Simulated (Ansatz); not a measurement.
# C2H4, SMILES C=C: the interaction energy of a dimer with the counterpoise correction

Program: the Python package of Ansatz (0.2.0).

Script `run_dimer.py`:
```python
"""Interaction energy of two C2H4 molecules, with the counterpoise correction."""

import ansatz as az

BASIS_SET = "def2-SVPD"
FUNCTIONAL = "pbe0"

FIRST = [
    ("C", (-0.0869, -0.6368, -0.1422)),
    ("C", (0.0866, 0.6367, 0.1422)),
    ("H", (0.0312, -1.409, 0.6004)),
    ("H", (-0.3562, -0.9698, -1.1312)),
    ("H", (-0.0293, 1.4091, -0.6006)),
    ("H", (0.3545, 0.9698, 1.1315)),
]
SECOND = [
    ("C", (-1.8711, -3.4189, 0.7155)),
    ("C", (-0.5691, -3.5643, 0.844)),
    ("H", (-2.4392, -2.7673, 1.3592)),
    ("H", (-2.4328, -3.9435, -0.0401)),
    ("H", (-0.0008, -4.2174, 0.2019)),
    ("H", (-0.0072, -3.0386, 1.5987)),
]

def energy(atoms, ghosts=()):
    molecule = az.Crystal.molecule()
    for symbol, xyz in atoms:
        molecule = molecule.atom(symbol, xyz)
    calc = (
        molecule.calculation()
        .basis(gaussian=BASIS_SET)
        .functional(FUNCTIONAL)
        .accuracy("medium")
    )
    deck = calc.input()
    if ghosts:
        deck = deck.set(az.key.basis.gaussian.ghost_atoms, [{"symbol": s, "position_ang": list(xyz)} for s, xyz in ghosts])
    return az.Session.from_dict(deck).plan().execute().report["free_energy_ev"]

# monomers in their own basis and in the basis of the dimer
both = energy(FIRST + SECOND)
alone = energy(FIRST) + energy(SECOND)
ghosted = energy(FIRST, SECOND) + energy(SECOND, FIRST)
print(f"dimer {both:.6f} eV")
print(f"interaction, uncorrected   {(both - alone):8.3f} eV")
print(f"interaction, counterpoise  {(both - ghosted):8.3f} eV")
print(f"basis-set superposition    {(alone - ghosted):8.3f} eV")
```

```console
$ python run_dimer.py
dimer -4268.157203 eV
interaction, uncorrected      0.135 eV
interaction, counterpoise     0.172 eV
basis-set superposition       0.037 eV
```

Uncorrected it is 0.135 eV, with the counterpoise correction 0.172 eV; the difference, 0.04 eV, is the superposition error. In this basis both values are repulsive.

The settings weren't tested for convergence. The dimer is a generated trial pose of unrelaxed monomers, not a minimum, so the figure is no binding energy, and the basis set is small. This level lacks the dispersion part of the attraction (electrostatics and induction are there), which can decide the sign where the interaction is weak. Run time: 9.9 s on 1 thread of Arm Neoverse V2 (shared host), peak memory 0.26 GiB.

(Lines on the test bed's own set-up are left out of the output.)
